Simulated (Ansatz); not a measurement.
A made-up structure of CH$_{3}$OSi (charge +1), closed shell:

```tsv
atom	x (Å)	y (Å)	z (Å)
O1	-0.3907	-0.1382	-1.0892
C2	0.0670	0.0165	0.1815
Si3	0.3885	0.8803	1.5684
H4	0.2228	-0.1099	-1.8525
H5	0.3893	-0.6962	0.8969
H6	0.9988	-0.1531	2.4538
```

It is relaxed with PBE-D4/def2-SVP and then PBE0-D4/def2-TZVP (Ansatz 0.2.0). Atoms count as bonded within 1.22 times the sum of their covalent radii (H–H: 0.88 Å). The end point is not checked to be a true minimum.

Task: Does its bonding change? (Judge from chemistry; the calculation decides.)

Result: The calculation gives: Yes. Formed: none; broken: Si3–H5.

Where it ends: The first stage lowers the energy by 1.99 eV in 14 steps. It ends as CH₃OSi ([OH][CH][SiH]), total charge +1:
```xyz
6
angstrom
O 0.0876 -0.3842 -0.9426
C -0.0491 -0.2568 0.3151
Si 0.2055 1.0462 1.6556
H 0.4520 0.3930 -1.4015
H -0.4843 -1.1781 0.7425
H 1.4639 0.1793 1.7899
```

Labels in which every atom is bracketed show which atoms are joined, not bond orders.

For scale, one of the runs: PBE0-D4/def2-TZVP relaxation, 117 basis functions, launched by `ansatz run in.yaml --threads 2 --pin off --events-out ev --progress --plain --max-ram 4352MiB`. Hardware: 2 CPU threads of an Arm Neoverse V2, shared host. Wall time about 14 s.
